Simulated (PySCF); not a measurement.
Stretching PH⁺

Set-up: basis P def2-TZVP, H def2-TZVP; no relativity; PySCF 2.14. Energies in eV from P⁺ + H in their ground configurations at the same level. State: ²Π (doublet), unpaired electrons π ↑.

All columns are PBE0. A positive dipole points towards H; it is taken about the centre of mass and depends on that origin.

```json
{"R (Å)": "1.234", "E (eV)": "-2.893", "μ (D)": "0.89", "Mulliken charge on P (basis-dependent)": "0.80", "HOMO (eV)": "-16.03", "LUMO (eV)": "-13.18", "Mayer bond order": "0.91", "⟨S²⟩": "0.76"}
{"R (Å)": "1.292", "E (eV)": "-3.197", "μ (D)": "0.89", "Mulliken charge on P (basis-dependent)": "0.80", "HOMO (eV)": "-16.00", "LUMO (eV)": "-13.15", "Mayer bond order": "0.92", "⟨S²⟩": "0.76"}
{"R (Å)": "1.349", "E (eV)": "-3.373", "μ (D)": "0.90", "Mulliken charge on P (basis-dependent)": "0.79", "HOMO (eV)": "-15.98", "LUMO (eV)": "-13.13", "Mayer bond order": "0.92", "⟨S²⟩": "0.76"}
{"R (Å)": "1.392", "E (eV)": "-3.438", "μ (D)": "0.90", "Mulliken charge on P (basis-dependent)": "0.79", "HOMO (eV)": "-15.96", "LUMO (eV)": "-13.11", "Mayer bond order": "0.92", "⟨S²⟩": "0.76"}
{"R (Å)": "1.435", "E (eV)": "-3.457", "μ (D)": "0.91", "Mulliken charge on P (basis-dependent)": "0.78", "HOMO (eV)": "-15.94", "LUMO (eV)": "-13.09", "Mayer bond order": "0.92", "⟨S²⟩": "0.76"}
{"R (Å)": "1.478", "E (eV)": "-3.439", "μ (D)": "0.92", "Mulliken charge on P (basis-dependent)": "0.78", "HOMO (eV)": "-15.92", "LUMO (eV)": "-13.08", "Mayer bond order": "0.92", "⟨S²⟩": "0.76"}
{"R (Å)": "1.536", "E (eV)": "-3.368", "μ (D)": "0.93", "Mulliken charge on P (basis-dependent)": "0.77", "HOMO (eV)": "-15.89", "LUMO (eV)": "-13.05", "Mayer bond order": "0.92", "⟨S²⟩": "0.76"}
{"R (Å)": "1.607", "E (eV)": "-3.224", "μ (D)": "0.96", "Mulliken charge on P (basis-dependent)": "0.76", "HOMO (eV)": "-15.86", "LUMO (eV)": "-13.03", "Mayer bond order": "0.92", "⟨S²⟩": "0.76"}
{"R (Å)": "1.693", "E (eV)": "-2.993", "μ (D)": "1.00", "Mulliken charge on P (basis-dependent)": "0.76", "HOMO (eV)": "-15.83", "LUMO (eV)": "-12.99", "Mayer bond order": "0.92", "⟨S²⟩": "0.76"}
{"R (Å)": "1.808", "E (eV)": "-2.627", "μ (D)": "1.07", "Mulliken charge on P (basis-dependent)": "0.75", "HOMO (eV)": "-15.79", "LUMO (eV)": "-12.95", "Mayer bond order": "0.92", "⟨S²⟩": "0.76"}
```

A fit through these points gives, at Re = 1.434 Å, μ = 0.91 D and dμ/dR = 0.170 D/Å; the reduced mass is 0.9761 u.

How strong is the fundamental in the double-harmonic approximation, I = 42.26·(dμ/dR)²/μred km/mol?

I = 42.26·(0.170)²/0.9761 = 1.25 km/mol at PBE0.

For an ion De counts to the pair picked by the measured ionisation energies or electron affinities, which need not be the lowest pair at this level. The state was picked by a PBE0 search and need not be the measured ground state.
